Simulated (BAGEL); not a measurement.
# Si2H5Cl (SMILES [SiH3][SiH2]Cl) at RI-MP2/cc-pVDZ (density fitting with qzvpp-jkfit)

What is the energy change on altering one bond length of Si2H5Cl at RI-MP2/cc-pVDZ (density fitting with qzvpp-jkfit)? 

The results are computed with BAGEL 1.2.2.

## Step 1: The structure to begin with

Si2H5Cl: 8 atoms, total charge 0, spin state singlet. SMILES: `[SiH3][SiH2]Cl`. The coordinates come from a PBE0-D4/def2-TZVP relaxation.

Bond lengths: Si1–Si2 2.338 Å, Si2–Cl3 2.065 Å, Si1–H4 1.488 Å, Si1–H5 1.486 Å, Si1–H6 1.486 Å, Si2–H7 1.485 Å, Si2–H8 1.485 Å. Some angles: Si1–Si2–Cl3 108.7°, Si1–Si2–H7 111.9°, Si1–Si2–H8 111.8°, Cl3–Si2–H7 107.7°, Cl3–Si2–H8 107.7°, Si2–Si1–H4 109.6°, Si2–Si1–H5 109.6°, Si2–Si1–H6 109.6°, H7–Si2–H8 108.8°, H4–Si1–H5 109.3°.

## Step 2: The energy at RI-MP2/cc-pVDZ (density fitting with qzvpp-jkfit)

The input, input.json:

```json
{ "bagel" : [

{
  "title" : "molecule",
  "basis" : "cc-pvdz.json",
  "df_basis" : "qzvpp-jkfit",
  "angstrom" : true,
  "geometry" : [
    { "atom" : "Si", "xyz" : [   -0.706500,    0.881800,   -0.390300 ] },
    { "atom" : "Si", "xyz" : [    0.573400,   -0.938800,    0.325900 ] },
    { "atom" : "Cl", "xyz" : [    2.431600,   -0.252900,    0.908000 ] },
    { "atom" : "H", "xyz" : [   -2.053000,    0.410100,   -0.813000 ] },
    { "atom" : "H", "xyz" : [   -0.034300,    1.540700,   -1.540000 ] },
    { "atom" : "H", "xyz" : [   -0.854500,    1.855700,    0.722100 ] },
    { "atom" : "H", "xyz" : [   -0.041800,   -1.622800,    1.491400 ] },
    { "atom" : "H", "xyz" : [    0.777200,   -1.930900,   -0.759900 ] }
  ]
},
{ "title" : "hf" },
{ "title" : "mp2", "ncore" : 15 }

]}
```

The basis set cc-pVDZ is read from a file made from the Basis Set Exchange's data (not shown).

Started as:

```sh
$ BAGEL_NUM_THREADS=1 BAGEL input.json > input.out
```

Standard output:

```text
* using 1 threads per process

  ===============================================================
  ===============================================================

  *** Geometry ***

  { "atom" : "Si", "xyz" : [     -1.335092,      1.666360,     -0.737560 ] },
  { "atom" : "Si", "xyz" : [      1.083569,     -1.774075,      0.615862 ] },
  { "atom" : "Cl", "xyz" : [      4.595058,     -0.477912,      1.715871 ] },
  { "atom" : "H", "xyz" : [     -3.879608,      0.774977,     -1.536347 ] },
  { "atom" : "H", "xyz" : [     -0.064818,      2.911501,     -2.910178 ] },
  { "atom" : "H", "xyz" : [     -1.614771,      3.506765,      1.364571 ] },
  { "atom" : "H", "xyz" : [     -0.078991,     -3.066648,      2.818338 ] },
  { "atom" : "H", "xyz" : [      1.468695,     -3.648872,     -1.436003 ] },

  Number of auxiliary basis functions:      474

  Since a DF basis is specified, we compute 2- and 3-index integrals:
    o Being stored without compression. Storage requirement is 0.024 GB

  Number of basis functions:       79
  Number of electrons      :       50

    * METHOD: MOLECULE                             0.36

  *** RHF ***

  === Nuclear Repulsion ===
   191.5082617889

      * DIIS with orbital gradients will be used.

  === RHF iteration (cc-pvdz.json) ===
      0      -1040.25259205          0.00739414           0.10
      1      -1040.31098875          0.00251559           0.09
      2      -1040.31616992          0.00067741           0.09
      3      -1040.31670515          0.00010740           0.09
      4      -1040.31671763          0.00003183           0.09
      5      -1040.31671878          0.00000722           0.09
      6      -1040.31671883          0.00000139           0.09
      7      -1040.31671883          0.00000040           0.09
      8      -1040.31671883          0.00000008           0.09
      9      -1040.31671883          0.00000002           0.09
     10      -1040.31671883          0.00000001           0.09
    * SCF iteration converged.

    * Permanent dipole moment:
           (    0.632070,     0.123778,     0.212512) a.u.

    * METHOD: HF                                   1.23

  *** RHF ***

  === Nuclear Repulsion ===
   191.5082617889

      * DIIS with orbital gradients will be used.

  === RHF iteration (cc-pvdz.json) ===
      0      -1040.31671883          0.00000000           0.09
    * SCF iteration converged.

    * Permanent dipole moment:
           (    0.632070,     0.123778,     0.212512) a.u.

  === DF-MP2 calculation ===

    * freezing 15 orbitals
    * 3-index integral transformation done
    * assembly done

      MP2 correlation energy:   -0.3372001501      0.04

      MP2 total energy:       -1040.6539189812

    * METHOD: MP2                                  0.23

  ===============================================================
```

Run time: 2 s. Hardware: 1 thread of Arm Neoverse N1, shared host; peak memory 0.11 GiB.

## Step 3: The distorted shape at the same level

The input, input.json:

```json
{ "bagel" : [

{
  "title" : "molecule",
  "basis" : "cc-pvdz.json",
  "df_basis" : "qzvpp-jkfit",
  "angstrom" : true,
  "geometry" : [
    { "atom" : "Si", "xyz" : [      -0.614201,       0.984421,      -0.565162 ] },
    { "atom" : "Si", "xyz" : [       0.665699,      -0.836179,       0.151038 ] },
    { "atom" : "Cl", "xyz" : [       2.523899,      -0.150279,       0.733138 ] },
    { "atom" : "H", "xyz" : [      -1.960701,       0.512721,      -0.987862 ] },
    { "atom" : "H", "xyz" : [       0.057999,       1.643321,      -1.714862 ] },
    { "atom" : "H", "xyz" : [      -0.762201,       1.958321,       0.547238 ] },
    { "atom" : "H", "xyz" : [      -0.041800,      -1.622800,       1.491400 ] },
    { "atom" : "H", "xyz" : [       0.869499,      -1.828279,      -0.934762 ] }
  ]
},

{ "title" : "hf" },

{ "title" : "mp2", "ncore" : 15 }

]}
```

The basis set cc-pVDZ is read from a file made from the Basis Set Exchange's data (not shown).

Started as:

```sh
$ BAGEL_NUM_THREADS=1 BAGEL input.json > input.out
```

Standard output:

```text
* using 1 threads per process

  ===============================================================
  ===============================================================

  *** Geometry ***

  { "atom" : "Si", "xyz" : [     -1.160672,      1.860286,     -1.068001 ] },
  { "atom" : "Si", "xyz" : [      1.257989,     -1.580149,      0.285420 ] },
  { "atom" : "Cl", "xyz" : [      4.769478,     -0.283986,      1.385430 ] },
  { "atom" : "H", "xyz" : [     -3.705188,      0.968902,     -1.866789 ] },
  { "atom" : "H", "xyz" : [      0.109602,      3.105427,     -3.240620 ] },
  { "atom" : "H", "xyz" : [     -1.440351,      3.700690,      1.034130 ] },
  { "atom" : "H", "xyz" : [     -0.078991,     -3.066648,      2.818338 ] },
  { "atom" : "H", "xyz" : [      1.643115,     -3.454947,     -1.766444 ] },

  Number of auxiliary basis functions:      474

  Since a DF basis is specified, we compute 2- and 3-index integrals:
    o Being stored without compression. Storage requirement is 0.024 GB

  Number of basis functions:       79
  Number of electrons      :       50

    * METHOD: MOLECULE                             0.39

  *** RHF ***

  === Nuclear Repulsion ===
   190.5423871114

      * DIIS with orbital gradients will be used.

  === RHF iteration (cc-pvdz.json) ===
      0      -1040.23877287          0.00733657           0.11
      1      -1040.29749229          0.00250679           0.10
      2      -1040.30283260          0.00070304           0.09
      3      -1040.30341346          0.00011003           0.09
      4      -1040.30342655          0.00003334           0.09
      5      -1040.30342782          0.00000788           0.09
      6      -1040.30342788          0.00000158           0.09
      7      -1040.30342788          0.00000048           0.09
      8      -1040.30342788          0.00000010           0.09
      9      -1040.30342788          0.00000003           0.09
     10      -1040.30342788          0.00000001           0.09
    * SCF iteration converged.

    * Permanent dipole moment:
           (    0.574885,     0.030847,     0.328737) a.u.

    * METHOD: HF                                   1.32

  *** RHF ***

  === Nuclear Repulsion ===
   190.5423871114

      * DIIS with orbital gradients will be used.

  === RHF iteration (cc-pvdz.json) ===
      0      -1040.30342788          0.00000000           0.09
    * SCF iteration converged.

    * Permanent dipole moment:
           (    0.574885,     0.030847,     0.328737) a.u.

  === DF-MP2 calculation ===

    * freezing 15 orbitals
    * 3-index integral transformation done
    * assembly done

      MP2 correlation energy:   -0.3381182878      0.04

      MP2 total energy:       -1040.6415461719

    * METHOD: MP2                                  0.24

  ===============================================================
```

Wall time 2.1 s (1 thread of Arm Neoverse N1, shared host); peak memory 0.11 GiB.

## Step 4: Summary of results

At RI-MP2/cc-pVDZ (density fitting with qzvpp-jkfit), 15 core orbitals frozen:

| quantity | value |
| --- | --- |
| first shape: total energy | -1040.65392 Eh |
| first shape: correlation energy (15 core orbitals frozen) | -337.2 mEh |
| distorted shape: total energy | -1040.64155 Eh |
| distorted shape: correlation energy (15 core orbitals frozen) | -338.1 mEh |
| energy change with the Si2–H7 bond stretched from 1.485 to 1.708 Å | 0.337 eV |

What this shows: With the Si2–H7 bond stretched from 1.485 to 1.708 Å the energy rises by 0.34 eV (7.8 kcal/mol). The first shape isn't relaxed at this level, so the change isn't measured from a minimum.
